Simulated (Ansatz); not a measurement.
Ansatz input wanted

AlH2SF has 5 atoms, charge 0, and is taken as a singlet. As SMILES, `[F][AlH][SH]`. The shape is that of a PBE0-D4/def2-TZVP optimisation. This is one conformer, not always the lowest.

```xyz
5

F    -1.2035   -1.5358    0.8775
Al   -0.5139   -0.3091    0.0248
S     1.5361    0.1826    0.5335
H    -1.3411    0.4304   -1.0852
H     1.5723    1.1582   -0.3921
```

Settings wanted:

* basis set: STO-3G
* task: energy
* method: DFT
* functional: B3LYP
* reference: RKS
* accuracy: high

Task: Write the Ansatz 0.2.0 input and the command.

Result: One that was run (others would do as well):

input.yaml:
```yaml
crystal:
  periodic: [false, false, false]
  atoms:
    - symbol: F
      position_ang: [-1.203500, -1.535800, 0.877500]
    - symbol: Al
      position_ang: [-0.513900, -0.309100, 0.024800]
    - symbol: S
      position_ang: [1.536100, 0.182600, 0.533500]
    - symbol: H
      position_ang: [-1.341100, 0.430400, -1.085200]
    - symbol: H
      position_ang: [1.572300, 1.158200, -0.392100]
basis:
  gaussian: {orbitals: STO-3G}
hamiltonian: {xc: {name: B3LYP}}
accuracy: high
```

```bash
$ ansatz run input.yaml --threads 1 --pin off --max-ram 2610MiB --events-out events.jsonl --progress --plain --runs-dir runs
```

Calculated total energy: -732.93902 Eh.
